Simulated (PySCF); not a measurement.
## SO: one state, many levels of theory

State: ³Σ⁻ (triplet), unpaired electrons π ↑↑. Set-up: basis S def2-TZVPPD, O def2-TZVPPD; no relativity; PySCF 2.14. De refers to S + O in their high-spin ground configurations, without counterpoise correction. The functionals are run spin-unrestricted. A positive dipole means S(−)O(+). Levels whose curve was spin-contaminated or gave no clean fit are not listed.

| Level | Re (Å) | ωe (cm⁻¹) | De (eV) | μ (D) |
| --- | --- | --- | --- | --- |
| ROHF | 1.434 | 1379 | 2.34 | -2.03 |
| ROHF-CCSD | 1.480 | 1200 | 4.81 | n/a |
| ROHF-CCSD(T) | 1.493 | 1145 | 5.14 | n/a |
| PBE | 1.504 | 1111 | 6.11 | -1.40 |
| r²SCAN | 1.489 | 1159 | 5.74 | -1.40 |
| M06-L | 1.487 | 1175 | 5.54 | -1.37 |
| TPSSh | 1.492 | 1152 | 5.42 | -1.43 |
| r²SCANh | 1.482 | 1188 | 5.54 | -1.44 |
| PBE0 | 1.479 | 1202 | 5.49 | -1.49 |
| MN15 | 1.470 | 1234 | 5.52 | -1.56 |
| CAM-B3LYP | 1.477 | 1209 | 5.47 | -1.61 |
| B2PLYP | 1.493 | 1129 | 5.47 | -1.71 |

(1) Which functional lies closest to ROHF-CCSD(T) in De, which farthest, and by how much do they differ from it?

(2) What does a quarter of exact exchange do here, going from PBE to PBE0?

(3) What does the step from GGA to meta-GGA do here, going from PBE to r²SCAN?

Measured (Huber and Herzberg, Constants of Diatomic Molecules (1979)): Re = 1.481087 Å, ωe = 1149.22 cm⁻¹.

Correlated steps freeze 6 core orbitals. B2PLYP dipoles, levels and charges come from its SCF part alone. The state was picked by a PBE0 search and need not be the measured ground state.

The whole job (state search and all levels along the bond) took about 11 min on 2 threads of Intel Xeon Platinum 8259CL @ 2.50GHz (shared host), peak memory 3.4 GiB.

Answers

(1) Closest is TPSSh (-0.1 pm in Re, +0.6 % in ωe, +0.28 eV in De against ROHF-CCSD(T) in the same basis), farthest PBE (+1.1 pm in Re, -3.0 % in ωe, +0.97 eV in De). CCSD(T) converges more slowly with the basis than the functionals do and binds too weakly in this one, so the order can change at the basis-set limit.

(2) PBE0 less PBE: -2.5 pm in Re, +8.2 % in ωe, -0.62 eV in De. Exact exchange removes part of the self-interaction that spreads semilocal densities, and in most molecules shortens and stiffens the bond and lowers De; so it does here.

(3) r²SCAN less PBE: -1.5 pm in Re, +4.3 % in ωe, -0.37 eV in De.
